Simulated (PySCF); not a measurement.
# MgP⁺: frontier orbitals

TPSS at R = 2.467 Å; PySCF, no relativity, basis sets Mg cc-pVDZ, P cc-pV(D+d)Z. State: ³Σ⁻ (triplet), unpaired electrons π ↑↑. Only the outer orbitals are listed, counted within each symmetry.

```json
{"spin": "α", "orbital": "2π", "occ.": "1", "ε (eV)": "-55.35", "on Mg (%)": "100", "main shells (%)": "100 Mg p"}
{"spin": "α", "orbital": "2π", "occ.": "1", "ε (eV)": "-55.35", "on Mg (%)": "100", "main shells (%)": "100 Mg p"}
{"spin": "α", "orbital": "6σ", "occ.": "1", "ε (eV)": "-55.29", "on Mg (%)": "100", "main shells (%)": "100 Mg p"}
{"spin": "α", "orbital": "7σ", "occ.": "1", "ε (eV)": "-20.00", "on Mg (%)": "5", "main shells (%)": "94 P s"}
{"spin": "α", "orbital": "8σ", "occ.": "1", "ε (eV)": "-12.15", "on Mg (%)": "40", "main shells (%)": "56 P p, 36 Mg s"}
{"spin": "α", "orbital": "3π", "occ.": "1", "ε (eV)": "-11.31", "on Mg (%)": "6", "main shells (%)": "93 P p"}
{"spin": "α", "orbital": "3π", "occ.": "1", "ε (eV)": "-11.31", "on Mg (%)": "6", "main shells (%)": "93 P p"}
{"spin": "α", "orbital": "9σ", "occ.": "0", "ε (eV)": "-9.14", "on Mg (%)": "79", "main shells (%)": "57 Mg s, 21 Mg p, 21 P p"}
{"spin": "α", "orbital": "4π", "occ.": "0", "ε (eV)": "-6.19", "on Mg (%)": "94", "main shells (%)": "94 Mg p"}
{"spin": "α", "orbital": "4π", "occ.": "0", "ε (eV)": "-6.19", "on Mg (%)": "94", "main shells (%)": "94 Mg p"}
{"spin": "β", "orbital": "2π", "occ.": "1", "ε (eV)": "-55.36", "on Mg (%)": "100", "main shells (%)": "100 Mg p"}
{"spin": "β", "orbital": "2π", "occ.": "1", "ε (eV)": "-55.36", "on Mg (%)": "100", "main shells (%)": "100 Mg p"}
{"spin": "β", "orbital": "6σ", "occ.": "1", "ε (eV)": "-55.30", "on Mg (%)": "100", "main shells (%)": "100 Mg p"}
{"spin": "β", "orbital": "7σ", "occ.": "1", "ε (eV)": "-17.93", "on Mg (%)": "10", "main shells (%)": "89 P s"}
{"spin": "β", "orbital": "8σ", "occ.": "1", "ε (eV)": "-11.58", "on Mg (%)": "50", "main shells (%)": "48 Mg s, 44 P p"}
{"spin": "β", "orbital": "9σ", "occ.": "0", "ε (eV)": "-9.09", "on Mg (%)": "71", "main shells (%)": "40 Mg s, 30 Mg p, 29 P p"}
{"spin": "β", "orbital": "3π", "occ.": "0", "ε (eV)": "-8.98", "on Mg (%)": "18", "main shells (%)": "82 P p, 16 Mg p"}
{"spin": "β", "orbital": "3π", "occ.": "0", "ε (eV)": "-8.98", "on Mg (%)": "18", "main shells (%)": "82 P p, 16 Mg p"}
```

Q: Which are the highest filled and the lowest empty level, where do they sit, and how wide is the gap?

A: Highest filled α 3π at -11.31 eV (in %: 93 P p); lowest empty α 9σ at -9.14 eV (in %: 57 Mg s, 21 Mg p, 21 P p); the gap at TPSS is 2.17 eV.

The bond order (Mayer) is 1.28, the ⟨S²⟩ is 2.027 and the charge on Mg (Mulliken, basis-dependent) is 0.83. The charge on Mg (Löwdin, basis-dependent) is 0.87 and the dipole moment (positive dipole points towards P; it is taken about the centre of mass and depends on that origin) is -6.97 D.

The state is the lowest determinant that a PBE0 search found; another state may lie lower at other levels.
